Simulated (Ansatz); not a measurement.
Cartesian coordinates (Å):
```xyz
7

C     -0.5694     0.0452     0.0366
N      0.8276    -0.0426    -0.3854
H     -0.9913     0.9891    -0.3149
H     -1.1379    -0.7584    -0.4363
H     -0.7359    -0.0162     1.1222
H      1.2358    -0.9151    -0.0671
H      1.3711     0.6980     0.0449
```
Charge 0, multiplicity 1.

Level of theory: frozen-core CCSD(T)/aug-cc-pVTZ // r2SCAN-D4/def2-TZVPD (Ansatz, an electronic-structure program).

| Quantity | Value |
|---|---|
| HF energy | -95.25530 Ha |
| MP2 correlation energy | -0.41183 Ha |

Task: Estimate the CCSD correlation energy, the (T) correction, the total energy and the T1 diagnostic.

Result: 
| Quantity | Result |
|---|---|
| CCSD correlation energy | -0.43514 Ha |
| (T) correction | -0.01567 Ha |
| CCSD(T) total energy | -95.70612 Ha |
| T1 diagnostic | 0.009 |
